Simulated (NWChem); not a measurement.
System: ammonia (NH3); SMILES N

Input file for NWChem:

```
start job
memory heap 200 mb stack 900 mb global 1100 mb
geometry units angstroms noautosym nocenter noautoz
  N      0.000000     0.000000     0.138852
  H      0.661761     0.661761    -0.266384
  H      0.242221    -0.903982    -0.266384
  H     -0.903982     0.242221    -0.266384
end
basis spherical
  * library cc-pvtz
end
dft
  xc bhlyp
  iterations 150
end
tddft
  cis
  ecut -13.0
  nroots 6
  notriplet
end
task tddft energy
```

Parts of the log:

```
             Northwest Computational Chemistry Package (NWChem) 7.3.0
             --------------------------------------------------------

                             Geometry "geometry" -> ""
                             -------------------------

 Output coordinates in angstroms (scale by  1.889725989 to convert to a.u.)

  No.       Tag          Charge          X              Y              Z
 ---- ---------------- ---------- -------------- -------------- --------------
    1 N                    7.0000     0.00000000     0.00000000     0.13885200
    2 H                    1.0000     0.66176100     0.66176100    -0.26638400
    3 H                    1.0000     0.24222100    -0.90398200    -0.26638400
    4 H                    1.0000    -0.90398200     0.24222100    -0.26638400

 Effective nuclear repulsion energy (a.u.)      11.8759166753

                                 NWChem DFT Module
                                 -----------------

 Summary of "ao basis" -> "ao basis" (spherical)
 ------------------------------------------------------------------------------
       Tag                 Description            Shells   Functions and Types
 ---------------- ------------------------------  ------  ---------------------
 N                          cc-pvtz                 10       30   4s3p2d1f
 H                          cc-pvtz                  6       14   3s2p1d

            General Information
            -------------------
          SCF calculation type: DFT
          Wavefunction type:  closed shell.
          No. of atoms     :     4
          No. of electrons :    10
           Alpha electrons :     5
            Beta electrons :     5
          Charge           :     0
          Spin multiplicity:     1
          Use of symmetry is: off; symmetry adaption is: off
          Maximum number of iterations: 150
          AO basis - number of functions:    72
                     number of shells:    28
          Convergence on energy requested:  1.00D-06
          Convergence on density requested:  1.00D-05
          Convergence on gradient requested:  5.00D-04

              XC Information
              --------------
                        BHLYP Method XC Functional
                     Hartree-Fock (Exact) Exchange  0.500
                        Slater Exchange Functional  0.500 local
                    Becke 1988 Exchange Functional  0.500 non-local
              Lee-Yang-Parr Correlation Functional  1.000

             Grid Information
             ----------------
          Grid used for XC integration:  medium
          Radial quadrature: Mura-Knowles
          Angular quadrature: Lebedev.
          Tag              B.-S. Rad. Rad. Pts. Rad. Cut. Ang. Pts.
          ---              ---------- --------- --------- ---------
          N                   0.65       49           6.0       434
          H                   0.35       45           7.0       434
          Grid pruning is: on
          Number of quadrature shells:   184
          Spatial weights used:  Erf1

      Superposition of Atomic Density Guess
      -------------------------------------

 Sum of atomic energies:         -55.80902699

      Non-variational initial energy
      ------------------------------

 Total energy =     -56.205842
 1-e energy   =     -98.095572
 2-e energy   =      30.013814
 HOMO         =      -0.384168
 LUMO         =       0.065954

   convergence    iter        energy       DeltaE   RMS-Dens  Diis-err
 ---------------- ----- ----------------- --------- --------- ---------
 d= 0,ls=0.0,diis     1    -56.5202396307 -6.84D+01  4.37D-03  2.14D-01
 d= 0,ls=0.0,diis     2    -56.5324765732 -1.22D-02  1.85D-03  1.09D-01
 d= 0,ls=0.0,diis     3    -56.5428162687 -1.03D-02  3.59D-04  5.50D-03
 d= 0,ls=0.0,diis     4    -56.5433543931 -5.38D-04  7.04D-05  5.53D-05
 d= 0,ls=0.0,diis     5    -56.5433620848 -7.69D-06  2.28D-05  1.04D-06
 d= 0,ls=0.0,diis     6    -56.5433624515 -3.67D-07  5.54D-06  2.85D-08

         Total DFT energy =      -56.543362451496
      One electron energy =      -99.598187848127
           Coulomb energy =       39.173302509994
    Exchange-Corr. energy =       -7.994393788711
 Nuclear repulsion energy =       11.875916675348

 Numeric. integr. density =       10.000000850523

                       DFT Final Molecular Orbital Analysis
                       ------------------------------------

 Vector    3  Occ=2.000000D+00  E=-5.243704D-01
              MO Center=  1.3D-01,  1.3D-01, -4.3D-02, r^2= 9.8D-01
   Bfn.  Coefficient  Atom+Function         Bfn.  Coefficient  Atom+Function
  ----- ------------  ---------------      ----- ------------  ---------------
    32      0.259396  2 H  s                  8      0.209625  1 N  px
     9      0.209665  1 N  py                 5      0.186460  1 N  px
     6      0.186495  1 N  py                31      0.169795  2 H  s
    46     -0.129720  3 H  s                 60     -0.129677  4 H  s
    33      0.111448  2 H  s                 11      0.106349  1 N  px

 Vector    4  Occ=2.000000D+00  E=-5.243704D-01
              MO Center= -1.3D-01, -1.3D-01, -4.3D-02, r^2= 9.8D-01
   Bfn.  Coefficient  Atom+Function         Bfn.  Coefficient  Atom+Function
  ----- ------------  ---------------      ----- ------------  ---------------
    46      0.224631  3 H  s                 60     -0.224656  4 H  s
     8      0.209665  1 N  px                 9     -0.209625  1 N  py
     5      0.186495  1 N  px                 6     -0.186460  1 N  py
    45      0.147038  3 H  s                 59     -0.147055  4 H  s
    11      0.106369  1 N  px                12     -0.106349  1 N  py

 Vector    5  Occ=2.000000D+00  E=-3.368066D-01
              MO Center= -9.8D-09, -9.8D-09,  2.7D-01, r^2= 8.9D-01
   Bfn.  Coefficient  Atom+Function         Bfn.  Coefficient  Atom+Function
  ----- ------------  ---------------      ----- ------------  ---------------
    13      0.392349  1 N  pz                10      0.371853  1 N  pz
     7      0.307910  1 N  pz                 4      0.180351  1 N  s
     2      0.171944  1 N  s                  3      0.051343  1 N  s
    31     -0.046177  2 H  s                 45     -0.046177  3 H  s
    59     -0.046177  4 H  s                 32     -0.036993  2 H  s

 Vector    6  Occ=0.000000D+00  E= 6.340164D-02
              MO Center= -4.2D-07, -4.2D-07, -3.9D-01, r^2= 4.5D+00
   Bfn.  Coefficient  Atom+Function         Bfn.  Coefficient  Atom+Function
  ----- ------------  ---------------      ----- ------------  ---------------
     4      2.448609  1 N  s                 33     -0.849745  2 H  s
    47     -0.849746  3 H  s                 61     -0.849746  4 H  s
    13     -0.571309  1 N  pz                32     -0.399202  2 H  s
    46     -0.399203  3 H  s                 60     -0.399203  4 H  s
    10     -0.219921  1 N  pz                 2      0.218817  1 N  s

 Vector    7  Occ=0.000000D+00  E= 1.452433D-01
              MO Center= -4.8D-01, -4.8D-01, -4.6D-01, r^2= 4.5D+00
   Bfn.  Coefficient  Atom+Function         Bfn.  Coefficient  Atom+Function
  ----- ------------  ---------------      ----- ------------  ---------------
    47      1.807954  3 H  s                 61     -1.812410  4 H  s
    11     -0.746197  1 N  px                12      0.743022  1 N  py
     8     -0.193858  1 N  px                 9      0.193033  1 N  py
    46      0.180069  3 H  s                 60     -0.180513  4 H  s
    52      0.127258  3 H  py                65     -0.127533  4 H  px

[...]

                                NWChem TDDFT Module
                                -------------------

            General Information
            -------------------
           No. of orbitals :     144
            Alpha orbitals :      72
             Beta orbitals :      72
        Alpha frozen cores :       0
         Beta frozen cores :       0
     Alpha frozen virtuals :       0
      Beta frozen virtuals :       0
         Spin multiplicity :       1
    Number of AO functions :      72
        Use of symmetry is : off
      Symmetry adaption is : off
         Schwarz screening :  0.10D-07

              XC Information
              --------------
                 BHLYP Method XC Functional
              Hartree-Fock (Exact) Exchange   0.50
                 Slater Exchange Functional   0.50 local
             Becke 1988 Exchange Functional   0.50 non-local
       Lee-Yang-Parr Correlation Functional   1.00

             TDDFT Information
             -----------------
          Calculation type : Tamm-Dancoff TDDFT
         Wavefunction type : Restricted singlets
          No. of electrons :      10
           Alpha electrons :       5
            Beta electrons :       5
              No. of roots :       6
          Max subspacesize :    5200
            Max iterations :     100
               Target root :       1
           Target symmetry : none
             Energy Cutoff :-0.13D+02
      Symmetry restriction : off
                 Algorithm : Optimal
        Davidson threshold :  0.10D-03

    6 smallest eigenvalue differences (eV)
--------------------------------------------------------
  No. Spin  Occ  Vir  Irrep   E(Occ)    E(Vir)   E(Diff)
--------------------------------------------------------
    1    1    1    6 a       -14.773     0.063   403.718
    2    1    1    7 a       -14.773     0.145   405.945
    3    1    1    8 a       -14.773     0.145   405.945
    4    1    1    9 a       -14.773     0.371   412.080
    5    1    1   10 a       -14.773     0.371   412.080
    6    1    1   11 a       -14.773     0.480   415.051
--------------------------------------------------------

  Entering Davidson iterations
  Restricted singlet excited states

  Iter   NTrls   NConv    DeltaV     DeltaE      Time
  ----  ------  ------  ---------  ---------  ---------
    1      6       0     0.14E+00   0.10+100        1.4
    2     12       0     0.23E-01   0.29E-01        1.4
    3     18       0     0.12E-01   0.27E-03        1.4
    4     24       3     0.12E-02   0.47E-04        1.4
    5     27       5     0.14E-03   0.26E-06        1.1
    6     28       6     0.48E-04   0.47E-08        0.8
  ----  ------  ------  ---------  ---------  ---------
  Convergence criterion met

  Ground state a         -56.543362451496 a.u.

  ----------------------------------------------------------------------------
  Root   1 singlet a             14.667331327 a.u.              399.1186 eV
  ----------------------------------------------------------------------------
     Transition Moments    X -0.00000   Y -0.00000   Z  0.03037
     Dipole Oscillator Strength                    0.0090196609
     Electric Quadrupole                           0.0000016499
     Magnetic Dipole                               0.0000000000
     Total Oscillator Strength                     0.0090213108

     Occ.    1  a   ---  Virt.    6  a        0.98193
     Occ.    1  a   ---  Virt.   11  a       -0.16395
     Occ.    1  a   ---  Virt.   12  a       -0.06955
  ----------------------------------------------------------------------------
  Root   2 singlet a             14.716928189 a.u.              400.4682 eV
  ----------------------------------------------------------------------------
     Transition Moments    X -0.04734   Y -0.04732   Z -0.00000
     Dipole Oscillator Strength                    0.0439569101
     Electric Quadrupole                           0.0000054692
     Magnetic Dipole                               0.0000087893
     Total Oscillator Strength                     0.0439711686

     Occ.    1  a   ---  Virt.    8  a       -0.95176
     Occ.    1  a   ---  Virt.   10  a       -0.16034
     Occ.    1  a   ---  Virt.   13  a       -0.21273
     Occ.    1  a   ---  Virt.   15  a        0.13294
     Occ.    1  a   ---  Virt.   22  a        0.05159
  ----------------------------------------------------------------------------
  Root   3 singlet a             14.716928226 a.u.              400.4682 eV
  ----------------------------------------------------------------------------
     Transition Moments    X  0.04732   Y -0.04734   Z -0.00000
     Dipole Oscillator Strength                    0.0439568913
     Electric Quadrupole                           0.0000054692
     Magnetic Dipole                               0.0000087893
     Total Oscillator Strength                     0.0439711498

     Occ.    1  a   ---  Virt.    7  a        0.95176
     Occ.    1  a   ---  Virt.    9  a        0.16034
     Occ.    1  a   ---  Virt.   14  a        0.21273
     Occ.    1  a   ---  Virt.   16  a       -0.13294
     Occ.    1  a   ---  Virt.   23  a        0.05159
  ----------------------------------------------------------------------------
  Root   4 singlet a             14.948497629 a.u.              406.7695 eV
  ----------------------------------------------------------------------------
     Transition Moments    X -0.00683   Y  0.00683   Z  0.00000
     Dipole Oscillator Strength                    0.0009300577
     Electric Quadrupole                           0.0000008993
     Magnetic Dipole                               0.0000001745
     Total Oscillator Strength                     0.0009311315

     Occ.    1  a   ---  Virt.    7  a        0.18529
     Occ.    1  a   ---  Virt.    9  a       -0.97795
     Occ.    1  a   ---  Virt.   14  a       -0.07077
     Occ.    1  a   ---  Virt.   23  a       -0.05694
  ----------------------------------------------------------------------------
  Root   5 singlet a             14.948497688 a.u.              406.7695 eV
  ----------------------------------------------------------------------------
     Transition Moments    X -0.00683   Y -0.00683   Z  0.00000
     Dipole Oscillator Strength                    0.0009300560
     Electric Quadrupole                           0.0000008993
     Magnetic Dipole                               0.0000001745
     Total Oscillator Strength                     0.0009311299

     Occ.    1  a   ---  Virt.    8  a        0.18529
     Occ.    1  a   ---  Virt.   10  a       -0.97795
     Occ.    1  a   ---  Virt.   13  a       -0.07077
     Occ.    1  a   ---  Virt.   22  a        0.05694
  ----------------------------------------------------------------------------
  Root   6 singlet a             14.988964670 a.u.              407.8707 eV
  ----------------------------------------------------------------------------
     Transition Moments    X  0.00000   Y  0.00000   Z  0.07486
     Dipole Oscillator Strength                    0.0560008913
     Electric Quadrupole                           0.0000098559
     Magnetic Dipole                               0.0000000000
     Total Oscillator Strength                     0.0560107471

     Occ.    1  a   ---  Virt.    6  a       -0.14762
     Occ.    1  a   ---  Virt.   11  a       -0.96074
     Occ.    1  a   ---  Virt.   12  a        0.16076
     Occ.    1  a   ---  Virt.   17  a        0.11071
     Occ.    1  a   ---  Virt.   19  a        0.10111
     Occ.    1  a   ---  Virt.   24  a        0.05908

              Target root =      1
          Target symmetry = none
      Ground state energy =    -56.543362451496
        Excitation energy =     14.667331327454
     Excited state energy =    -41.876031124041

  stored tddft:energy   -41.876031124041319
```

Level: BHandHLYP/cc-pVTZ, restricted-window TDA. Coordinates come from a PBE0/def2-SVP optimisation. The quadrupole and magnetic terms of the printed total strengths depend on the origin.
